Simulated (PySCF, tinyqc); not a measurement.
Worked calculation: FCI on RHF in the sto-3g basis, frozen core, for HF, spin multiplicity 1. The lowest restricted solution is unstable here: a spin-polarised one lies 0.1548 hartree lower (PySCF). Computed by tinyqc, a small Python program that keeps every step (integrals from PySCF). Settings: charge = 0, multiplicity = 1, basis = sto-3g, method = RHF, frozen orbitals = 1, energy threshold = 1e-10, iteration cap = 83, orthogonalisation = symmetric, start = atomic densities, DIIS depth = 6, ci = FCI. Command: `OMP_NUM_THREADS=1 python tinyqc.py 26245 26246 out.jsonl` (the two numbers bound the seeds that draw the settings). One thread of a shared host (Intel(R) Xeon(R) Processor @ 2.60GHz), about 0.1 s of CPU time with the checks. The early iterations of the SCF are left out here.

## One-electron integrals

Geometry (angstrom):
```
atom       x       y       z
F     0.0000  0.0000  0.0000
H     0.0000  0.0000  1.8250
```

Basis sto-3g: exponents (1/bohr^2) and contraction coefficients of normalised primitives:
```
element  l (shell)  exponent  coefficient
F            s (1)  166.6791       0.1543
F            s (1)   30.3608       0.5353
F            s (1)    8.2168       0.4446
F            s (2)    6.4648      -0.1000
F            s (2)    1.5023       0.3995
F            s (2)    0.4886       0.7001
F            p (3)    6.4648       0.1559
F            p (3)    1.5023       0.6077
F            p (3)    0.4886       0.3920
H            s (1)    3.4253       0.1543
H            s (1)    0.6239       0.5353
H            s (1)    0.1689       0.4446
```

Overlap, kinetic and nuclear-attraction integrals over the contracted functions; the nuclear repulsion is the sum of Za Zb / Rab.

nuclear repulsion = 2.609641 hartree

overlap S, order 1F 1s, 1F 2s, 1F 2px, 1F 2py, 1F 2pz, 2H 1s:
```
[[1.0000, 0.2380, 0.0000, 0.0000, 0.0000, 0.0062],
 [0.2380, 1.0000, 0.0000, 0.0000, 0.0000, 0.0853],
 [0.0000, 0.0000, 1.0000, 0.0000, 0.0000, 0.0000],
 [0.0000, 0.0000, 0.0000, 1.0000, 0.0000, 0.0000],
 [0.0000, 0.0000, 0.0000, 0.0000, 1.0000, 0.0843],
 [0.0062, 0.0853, 0.0000, 0.0000, 0.0843, 1.0000]]
```

kinetic energy T (hartree), order 1F 1s, 1F 2s, 1F 2px, 1F 2py, 1F 2pz, 2H 1s:
```
[[36.9846, -0.2129, 0.0000, 0.0000, 0.0000, -0.0017],
 [-0.2129, 1.0380, 0.0000, 0.0000, 0.0000, -0.0189],
 [0.0000, 0.0000, 3.2480, 0.0000, 0.0000, 0.0000],
 [0.0000, 0.0000, 0.0000, 3.2480, 0.0000, 0.0000],
 [0.0000, 0.0000, 0.0000, 0.0000, 3.2480, -0.0063],
 [-0.0017, -0.0189, 0.0000, 0.0000, -0.0063, 0.7600]]
```

nuclear attraction V (hartree), order 1F 1s, 1F 2s, 1F 2px, 1F 2py, 1F 2pz, 2H 1s:
```
[[-77.2995, -9.2458, 0.0000, 0.0000, -0.0038, -0.2479],
 [-9.2458, -11.8312, 0.0000, 0.0000, -0.0476, -0.6517],
 [0.0000, 0.0000, -11.7331, 0.0000, 0.0000, 0.0000],
 [0.0000, 0.0000, 0.0000, -11.7331, 0.0000, 0.0000],
 [-0.0038, -0.0476, 0.0000, 0.0000, -11.7500, -0.5248],
 [-0.2479, -0.6517, 0.0000, 0.0000, -0.5248, -3.8339]]
```

core Hamiltonian H = T + V (hartree), order 1F 1s, 1F 2s, 1F 2px, 1F 2py, 1F 2pz, 2H 1s:
```
[[-40.3150, -9.4587, 0.0000, 0.0000, -0.0038, -0.2497],
 [-9.4587, -10.7932, 0.0000, 0.0000, -0.0476, -0.6706],
 [0.0000, 0.0000, -8.4851, 0.0000, 0.0000, 0.0000],
 [0.0000, 0.0000, 0.0000, -8.4851, 0.0000, 0.0000],
 [-0.0038, -0.0476, 0.0000, 0.0000, -8.5020, -0.5310],
 [-0.2497, -0.6706, 0.0000, 0.0000, -0.5310, -3.0738]]
```

## Two-electron integrals

Functions are numbered as in S; the eight-fold symmetry (ij|kl) = (ji|kl) = (kl|ij) leaves the list below.

Two-electron integrals (ij|kl) in chemists' order, unique and non-zero (hartree):
```
(11|11) 5.4035     (21|11) 0.8419     (21|21) 0.1563     (22|11) 1.2680
(22|21) 0.2923     (22|22) 0.9262     (31|31) 0.0280     (32|31) 0.0432
(32|32) 0.2046     (33|11) 1.2645     (33|21) 0.2924     (33|22) 0.9260
(33|33) 0.9975     (41|41) 0.0280     (42|41) 0.0432     (42|42) 0.2046
(43|43) 0.0538     (44|11) 1.2645     (44|21) 0.2924     (44|22) 0.9260
(44|33) 0.8900     (44|44) 0.9975     (51|51) 0.0280     (52|51) 0.0432
(52|52) 0.2046     (53|53) 0.0538     (54|54) 0.0538     (55|11) 1.2645
(55|21) 0.2924     (55|22) 0.9260     (55|33) 0.8900     (55|44) 0.8900
(55|55) 0.9975     (61|11) 0.0223     (61|21) 0.0041     (61|22) 0.0076
(61|33) 0.0076     (61|44) 0.0076     (61|51) 1.59e-04   (61|52) 3.00e-04
(61|55) 0.0077     (61|61) 1.09e-04   (62|11) 0.0680     (62|21) 0.0159
(62|22) 0.0579     (62|33) 0.0571     (62|44) 0.0571     (62|51) 0.0011
(62|52) 0.0090     (62|55) 0.0594     (62|61) 4.25e-04   (62|62) 0.0049
(63|31) 0.0015     (63|32) 0.0096     (63|53) 0.0019     (63|63) 0.0007
(64|41) 0.0015     (64|42) 0.0096     (64|54) 0.0019     (64|64) 0.0007
(65|11) 0.0531     (65|21) 0.0126     (65|22) 0.0490     (65|33) 0.0472
(65|44) 0.0472     (65|51) 0.0022     (65|52) 0.0160     (65|55) 0.0526
(65|61) 3.45e-04   (65|62) 0.0051     (65|65) 0.0059     (66|11) 0.2897
(66|21) 0.0689     (66|22) 0.2892     (66|33) 0.2839     (66|44) 0.2839
(66|51) 0.0038     (66|52) 0.0466     (66|55) 0.2998     (66|61) 0.0018
(66|62) 0.0344     (66|65) 0.0424     (66|66) 0.7746
```

## Orthogonalisation

S = U s U^T; symmetric (Loewdin) form X = U s^(-1/2) U^T, so that X^T S X = 1.

eigenvalues of S: [0.7475, 0.9190, 1.0000, 1.0000, 1.0767, 1.2568]

X, order 1F 1s, 1F 2s, 1F 2px, 1F 2py, 1F 2pz, 2H 1s:
```
[[1.0222, -0.1238, 0.0000, 0.0000, -0.0004, 0.0048],
 [-0.1238, 1.0251, 0.0000, 0.0000, 0.0028, -0.0440],
 [0.0000, 0.0000, 1.0000, 0.0000, 0.0000, 0.0000],
 [0.0000, 0.0000, 0.0000, 1.0000, 0.0000, 0.0000],
 [-0.0004, 0.0028, 0.0000, 0.0000, 1.0027, -0.0426],
 [0.0048, -0.0440, 0.0000, 0.0000, -0.0426, 1.0055]]
```

## Iteration 9 (converged): orbitals

converged F (hartree), order 1F 1s, 1F 2s, 1F 2px, 1F 2py, 1F 2pz, 2H 1s:
```
[[-25.9203, -6.6255, 0.0000, 0.0000, -0.0063, -0.1781],
 [-6.6255, -3.0061, 0.0000, 0.0000, 0.0034, -0.2140],
 [0.0000, 0.0000, -0.4651, 0.0000, 0.0000, 0.0000],
 [0.0000, 0.0000, 0.0000, -0.4651, 0.0000, 0.0000],
 [-0.0063, 0.0034, 0.0000, 0.0000, -0.1351, -0.2363],
 [-0.1781, -0.2140, 0.0000, 0.0000, -0.2363, -0.1317]]
```

Diagonalise F' = X^T F X, C = X C', fill 5 alpha and 5 beta electrons from the bottom; D = 2 C_occ C_occ^T. Each column has its largest component positive (the first on a tie).

F' = X^T F X (hartree):
```
[[-25.4556, -3.3770, 0.0000, 0.0000, -0.0100, 0.0029],
 [-3.3770, -1.8574, 0.0000, 0.0000, 0.0175, -0.1117],
 [0.0000, 0.0000, -0.4651, 0.0000, 0.0000, 0.0000],
 [0.0000, 0.0000, 0.0000, -0.4651, 0.0000, 0.0000],
 [-0.0100, 0.0175, 0.0000, 0.0000, -0.1159, -0.2281],
 [0.0029, -0.1117, 0.0000, 0.0000, -0.2281, -0.0995]]
```

orbital energies (hartree): [-25.9294, -1.3932, -0.4651, -0.4651, -0.3322, 0.1263]

coefficients C, order 1F 1s, 1F 2s, 1F 2px, 1F 2py, 1F 2pz, 2H 1s:
```
[[0.9951, -0.2633, 0.0000, 0.0000, 0.0182, 0.0199],
 [0.0198, 1.0248, 0.0000, 0.0000, -0.0894, -0.0976],
 [0.0000, 0.0000, 0.9826, -0.1856, 0.0000, 0.0000],
 [0.0000, 0.0000, 0.1856, 0.9826, 0.0000, 0.0000],
 [0.0003, -0.0001, 0.0000, 0.0000, 0.6995, -0.7197],
 [-0.0009, 0.0420, 0.0000, 0.0000, 0.6597, 0.7601]]
```

D after iteration 9, order 1F 1s, 1F 2s, 1F 2px, 1F 2py, 1F 2pz, 2H 1s:
```
[[2.1197, -0.5034, 0.0000, 0.0000, 0.0261, 0.0000],
 [-0.5034, 2.1171, 0.0000, 0.0000, -0.1252, -0.0319],
 [0.0000, 0.0000, 2.0000, 0.0000, 0.0000, 0.0000],
 [0.0000, 0.0000, 0.0000, 2.0000, 0.0000, 0.0000],
 [0.0261, -0.1252, 0.0000, 0.0000, 0.9785, 0.9229],
 [0.0000, -0.0319, 0.0000, 0.0000, 0.9229, 0.8741]]
```

Within a degenerate level the vectors are fixed only up to a rotation; this is one choice.

## Convergence

Stop when the energy changes by less than 1e-10 hartree and every element of the error matrix X^T (F D S - S D F) X is below 3e-06.

Course of the cycle:
```
iteration  E (hartree)     change  largest element of the error matrix
1           -98.929903          -                             2.45e-01
2           -98.105096   8.25e-01                             3.82e-01
3           -98.266404  -1.61e-01                             2.22e-01
4           -98.300111  -3.37e-02                             7.05e-02
5           -98.302845  -2.73e-03                             3.29e-02
6           -98.303565  -7.20e-04                             3.69e-04
7           -98.303565  -1.04e-07                             5.45e-05
8           -98.303565  -1.98e-09                             3.72e-06
9           -98.303565  -9.24e-12                             8.03e-08
```

PySCF RHF in the same basis = -98.303565 hartree

Converged in 9 iterations.

## Integrals over molecular orbitals

(pq|rs) = sum C_ip C_jq C_kr C_ls (ij|kl), one index at a time.

one-electron integrals over orbitals h = C^T H C (hartree):
```
[[-40.2981, 0.7356, 0.0000, 0.0000, -0.0472, -0.0543],
 [0.7356, -9.0825, 0.0000, 0.0000, 0.2415, 0.3363],
 [0.0000, 0.0000, -8.4851, 0.0000, 0.0000, 0.0000],
 [0.0000, 0.0000, 0.0000, -8.4851, 0.0000, 0.0000],
 [-0.0472, 0.2415, 0.0000, 0.0000, -5.9776, 2.7154],
 [-0.0543, 0.3363, 0.0000, 0.0000, 2.7154, -5.5953]]
```

Two-electron integrals over orbitals (pq|rs), unique and non-zero (hartree); the lowest 1 orbital is frozen and left out:
```
(22|22) 0.8937    (32|32) 0.1943    (33|22) 0.9075    (33|33) 0.9975
(42|42) 0.1943    (43|43) 0.0538    (44|22) 0.9075    (44|33) 0.8900
(44|44) 0.9975    (52|22) -0.0300   (52|33) -0.0323   (52|44) -0.0323
(52|52) 0.1084    (53|32) -0.0108   (53|53) 0.0287    (54|42) -0.0108
(54|54) 0.0287    (55|22) 0.6159    (55|33) 0.6029    (55|44) 0.6029
(55|52) 0.0005    (55|55) 0.5925    (62|22) -0.0341   (62|33) -0.0353
(62|44) -0.0353   (62|52) -0.0943   (62|55) -0.0144   (62|62) 0.0922
(63|32) -0.0115   (63|53) -0.0262   (63|63) 0.0266    (64|42) -0.0115
(64|54) -0.0262   (64|64) 0.0266    (65|22) -0.3083   (65|33) -0.3028
(65|44) -0.3028   (65|52) 0.0410    (65|55) -0.0758   (65|62) 0.0116
(65|65) 0.2935    (66|22) 0.5846    (66|33) 0.5733    (66|44) 0.5733
(66|52) 0.0212    (66|55) 0.5914    (66|62) -0.0291   (66|65) -0.0357
(66|66) 0.6030
```

## FCI: determinants and Hamiltonian

one-electron integrals dressed by the frozen orbital, h + 2 (pq|11) - (p1|1q) (hartree), order 2, 3, 4, 5, 6:
```
[[-6.6517, 0.0000, 0.0000, 0.1370, 0.2220],
 [0.0000, -5.9865, 0.0000, 0.0000, 0.0000],
 [0.0000, 0.0000, -5.9865, 0.0000, 0.0000],
 [0.1370, 0.0000, 0.0000, -4.4022, 1.7570],
 [0.2220, 0.0000, 0.0000, 1.7570, -4.0797]]
```

energy of the frozen orbital, 2 h_11 + (11|11) = -75.230775 hartree

Hartree-Fock energy = -98.303565 hartree

Slater-Condon rules over spin orbitals, with the nuclear repulsion and the energy of the frozen orbital added and E(HF) subtracted on the diagonal. Only determinants linked to the reference directly or through others are kept (one block of an abelian symmetry group), so some states are absent.

Occupation strings over the orbitals (2 doubly, a alpha, b beta, 0 empty; spin orbitals ordered 1a 1b 2a 2b ...): 222220 2222ab 2a222b 2222ba 2b222a 222202 2a22b2 222022 220222 2b22a2 202222

H - E(HF) between determinants (hartree), order 222220, 2222ab, 2a222b, 2222ba, 2b222a, 222202, 2a22b2, 222022, 220222, 2b22a2, 202222:
```
[[0.0000, 0.0000, 0.0000, 0.0000, 0.0000, 0.2935, -0.0116, 0.0266, 0.0266, 0.0116, 0.0922],
 [0.0000, 0.1606, -0.0096, -0.2935, -0.0116, 0.0401, 0.0410, 0.0262, 0.0262, -0.0147, 0.0943],
 [0.0000, -0.0096, 1.0271, -0.0116, -0.0922, -0.0410, -0.2727, 0.0115, 0.0115, 0.0943, 0.0049],
 [0.0000, -0.2935, -0.0116, 0.1606, -0.0096, -0.0401, -0.0147, -0.0262, -0.0262, 0.0410, -0.0943],
 [0.0000, -0.0116, -0.0922, -0.0096, 1.0271, 0.0410, 0.0943, -0.0115, -0.0115, -0.2727, -0.0049],
 [0.2935, 0.0401, -0.0410, -0.0401, 0.0410, 0.3340, 0.0302, 0.0287, 0.0287, -0.0302, 0.1084],
 [-0.0116, 0.0410, -0.2727, -0.0147, 0.0943, 0.0302, 1.2306, 0.0108, 0.0108, -0.1084, 0.0608],
 [0.0266, 0.0262, 0.0115, -0.0262, -0.0115, 0.0287, 0.0108, 0.5434, 0.0538, -0.0108, 0.1943],
 [0.0266, 0.0262, 0.0115, -0.0262, -0.0115, 0.0287, 0.0108, 0.0538, 0.5434, -0.0108, 0.1943],
 [0.0116, -0.0147, 0.0943, 0.0410, -0.2727, -0.0302, -0.1084, -0.0108, -0.0108, 1.2306, -0.0608],
 [0.0922, 0.0943, 0.0049, -0.0943, -0.0049, 0.1084, 0.0608, 0.1943, 0.1943, -0.0608, 2.3815]]
```

## FCI: roots

Diagonalise (each vector has its largest component positive (the first on a tie)); all determinants have Ms = 0, so triplets appear too. The lowest singlet root is the correlation energy.

lowest roots of this matrix, relative to E(HF) (hartree): [-0.1737, -0.1337, 0.4195, 0.4836, 0.4896, 0.5824, 0.8272, 0.8494]

lowest vectors, order 222220, 2222ab, 2a222b, 2222ba, 2b222a, 222202, 2a22b2, 222022, 220222, 2b22a2, 202222:
```
[[0.8620, 0.0000, -0.2642, 0.3692],
 [0.0336, 0.7069, 0.6247, 0.2442],
 [-0.0121, 0.0119, -0.0447, 0.0557],
 [-0.0336, 0.7069, -0.6247, -0.2442],
 [0.0121, 0.0119, 0.0447, -0.0557],
 [-0.5036, 0.0000, -0.3663, 0.6774],
 [0.0131, -0.0131, -0.0447, -0.0012],
 [-0.0105, 0.0000, -0.0608, -0.3737],
 [-0.0105, 0.0000, -0.0608, -0.3737],
 [-0.0131, -0.0131, 0.0447, 0.0012],
 [-0.0112, 0.0000, -0.0124, -0.0046]]
```

<S^2> of these roots: [0.0000, 2.0000, 0.0000, 0.0000, 0.0000, 0.0000, 2.0000, 0.0000]

weight of the ground state by excitation level 0, 1, 2, ...: [0.7431, 0.0025, 0.2543]

The reference has a weight of only 0.74: one determinant is a poor start here. A root of higher spin lies below E(HF).
